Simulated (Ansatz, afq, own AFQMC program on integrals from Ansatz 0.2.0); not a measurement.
Two steps: Ansatz 0.2.0 writes the Fock matrix and Cholesky factors of the valence space, and afq projects on them the lowest state that overlaps trial and start.

```yaml
crystal:
  periodic: [false, false, false]
  atoms:
    - {symbol: N, position_ang: [-0.088694, 0.000000, 0.644562]}
    - {symbol: C, position_ang: [0.084787, 0.000000, -0.730476]}
    - {symbol: H, position_ang: [0.221344, -0.832606, 1.120582]}
    - {symbol: H, position_ang: [0.221343, 0.832606, 1.120582]}
    - {symbol: H, position_ang: [-0.110242, -0.930197, -1.246908]}
    - {symbol: H, position_ang: [-0.110243, 0.930197, -1.246908]}
basis:
  gaussian: {orbitals: 6-31G}
total_charge: 1
magnetization: {spin_polarized: true, initial_magnetization: 0}
correlation: {method: ccsd_t, electrons: outside_noble_gas, hamiltonian_folder: ham}
```

```sh
$ ansatz run in.yaml --threads 1 --pin off --events-out ev --progress --plain --max-ram 1843MiB
```

afq runs on the folder ham with

```
--method phaseless --trial hf --walkers 360 --populations 1 --least-time 40 --time-step 0.005 --steps-per-block 20 --equilibration-blocks 112 --max-blocks 600 --target-error 0.00126 --factor-cut 1e-05 --start spin_pure --seed 6469 --taylor-order 6
```

Times are imaginary, in 1/Eh. The walk had a cap of 529 s.

Log:

```
orbitals 24  electrons 6 6  factors 174 of 387
reference energy -94.30736235 Eh
CCSD correlation -0.22514393 Eh in 10 cycles, weight of the determinant in the CISD state 0.8840
energy of the start -94.307363 Eh
 block  time / (1/Eh)  mean weight  energy / Eh
     1     0.100  1.0009  -94.358081
     2     0.200  1.0012  -94.396389
     3     0.300  1.0015  -94.432380
     4     0.400  0.9998  -94.443431
     5     0.500  1.0005  -94.463467
     7     0.700  1.0010  -94.487421
     9     0.900  1.0003  -94.482233
    18     1.800  1.0008  -94.520551
    52     5.200  1.0011  -94.571601
    86     8.600  0.9999  -94.543840
   120    12.000  0.9999  -94.544382
   154    15.400  1.0003  -94.528799
   188    18.800  1.0004  -94.558604
   222    22.200  0.9997  -94.572976
   256    25.600  1.0008  -94.525070
   290    29.000  0.9994  -94.544742
   324    32.400  1.0001  -94.554166
   358    35.800  0.9996  -94.518965
   392    39.200  0.9998  -94.537292
   426    42.600  0.9993  -94.551321
   460    46.000  0.9998  -94.521764
   494    49.400  1.0000  -94.548896
   511    51.100  1.0012  -94.611870
   528    52.800  0.9995  -94.549069
   562    56.200  0.9997  -94.537290
   596    59.600  1.0001  -94.530696
   630    63.000  0.9994  -94.552406
   664    66.400  0.9993  -94.567258
   698    69.800  0.9996  -94.536809
blocks merged  error / Eh  count
     1  0.000802  600
     2  0.001063  300
     4  0.001350  150
     8  0.001647  75
    16  0.002042  37
    32  0.002016  18
    64  0.002147  9
energy -94.544073 +/- 0.002042 Eh
(rows thinned)
```

The run passed its tests (sampling time, drift between the halves within three errors, error under three times the target), which doesn't prove that it has relaxed.

Against this walk (error 55.6 meV) on the same determinant: CCSD(T) 121.9 meV higher, CCSDT(Q) 94.7 meV higher (within the noise), a separate phaseless walk with a CISD trial and standard settings 91.5 ± 56.5 meV higher (within the noise). The error is statistical and leaves out the bias of the constraint.

Cautions: constraint bias not in the error; error above the target (55.6 against 34.3 meV); higher spins were not checked; the determinant is a saddle point among determinants of its kind; strong correlation (T1 0.029, weight of the determinant 0.88, largest double 0.16).

The walk took 6.7 min on 1 thread of Arm Neoverse V1, on a shared host. The log's last line is the phaseless energy.

CCSDT and higher add their correlation energy to the determinant of the CCSD(T) run, since their own runs factorise the integrals more tightly (a shift of under 2 meV). A walk keeps the symmetry of its determinant, which the program's search chose and which needn't be the lowest solution, so a lower state of the same spin and another symmetry isn't excluded.
